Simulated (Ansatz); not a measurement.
**Relaxing oxygen (O2 molecule)**

These are results of Ansatz 0.2.0, DFT, revPBE, plane waves (420 eV) with PAW, scalar-relativistic, not measurements. The PAW files were generated under PBE, with cores re-solved for the functional.

k-point mesh 1×1×1, Fermi-Dirac smearing 0.01 eV, starting moments 1.00 ×2 μB. The box is fixed.

Starting structure:

```
O
1.0
    12.00000    0.00000    0.00000
     0.00000   12.30000    0.00000
     0.00000    0.00000   12.60000
O
2
Direct
  0.50000 0.50000 0.45159
  0.50000 0.50000 0.54841
```

Task: What is the relaxed bond length?

Result: 1.223 Å (start 1.220 Å).

Task: Which magnetic state does it end in?

Result: triplet; moments 0.56 ×2 μB.
